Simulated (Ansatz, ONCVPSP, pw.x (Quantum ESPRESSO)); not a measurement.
## samarium (sc): variants of one ONCV potential in the solid

* Element: samarium
* Generator: ONCVPSP 4.0.1
* Type: optimised norm-conserving Vanderbilt (ONCV)
* Functional: PBEsol
* Relativity: scalar-relativistic
* Frozen core: [Kr] 4d10
* Valence charge: 16
* Reference configuration: 4f6 5s2 5p6 6s0.5 (charge +1.5)
* Partial waves: 5s+6s: rc 2.30 bohr, ncon 4, nbas 8, qcut 4.5 1/bohr, 2 projectors; 5p: rc 2.70 bohr, ncon 5, nbas 8, qcut 5.5 1/bohr, 2 projectors, debl 1.2 Ha; d scattering state at 0.35 Ha: rc 2.50 bohr, ncon 3, nbas 7, qcut 3.7 1/bohr, 1 projector; 4f: rc 1.60 bohr, ncon 4, nbas 9, qcut 10.8 1/bohr, 2 projectors, debl 1 Ha
* Local potential: polynomial inside 1.55 bohr (lpopt 5, dvloc0 2 Ha)
* Core correction: Teter function fitted to the true core (icmod 2), fcfact 0.75

In the p channel the program set the typed energies aside and used -1.208, 0.250 Ha. In the d channel the program set the typed energies aside and used 0.050 Ha.

Crystal test: sc Sm in pw.x 7.5, no spin, 13³ k-points, Fermi–Dirac smearing 0.01 Ry, cutoffs set for each file from its atomic test. The reference is all-electron LAPW (Ansatz 0.2.0) with the same functional, mesh and smearing; V0 and B0 come from Birch–Murnaghan fits to the pressures at five volumes. Errors are pseudo minus all-electron; Δ is the rms difference of the E(V) curves that follow from these fits, minima aligned, over ±6 % about the mean V0. Mesh and smearing are coarse, so the numbers serve the comparison and aren't converged zero-temperature values; the lattice is a test structure that the element need not adopt. Spin polarisation and strong correlation are left out, which matters for this element.

All-electron: a0 = 2.534 Å (V0 = 16.26 Å³/atom), B0 = 121.4 GPa.

Base: The largest radius (2.70 bohr) exceeds half the bond length (2.40 bohr), so the spheres overlap, which is one possible source of error among others. Atomic configuration tests: tests left out (the all-electron energies of this program are off by 10 to 40 meV for near-neutral 4f atoms).

2 further variants are left out: they gave no file fit for a test, a broken result, the same result as the base, or pressures whose basis-set error rivals the error shown.

```tsv
change	cutoffs (Ry)	pw.x	a0 (Å)	a0 error (%)	B0 error (%)	Δ (meV/atom)	mean pressure error (GPa)
base	125/500	converged; energies reset by the program	2.540	+0.27	-5.1	3.3	+0.94
all radii but the core radius scaled by about 1.06 (s 2.44, p 2.88, d 2.66, f 1.70 bohr); local potential polynomial inside 1.64 bohr (lpopt 5, dvloc0 2 Ha)	120/480	converged; energies reset by the program	2.548	+0.58	-9.5	7.1	+2.01
all radii but the core radius scaled by about 1.27 (s 2.92, p 3.42, d 3.16, f 2.02 bohr); local potential polynomial inside 1.96 bohr (lpopt 5, dvloc0 2 Ha)	105/420	converged; energies reset by the program	2.508	-1.01	+2.9	13.3	-3.41
```

Problem. Give the row for: all radii but the core radius scaled by about 1.19 (s 2.74, p 3.20, d 2.96, f 1.90 bohr); local potential polynomial inside 1.84 bohr (lpopt 5, dvloc0 2 Ha).

Solution. pw.x: converged; energies reset by the program; mean pressure error (GPa): -0.73; a0 (Å): 2.528; a0 error (%): -0.22; B0 error (%): -3.3; Δ (meV/atom): 2.9.
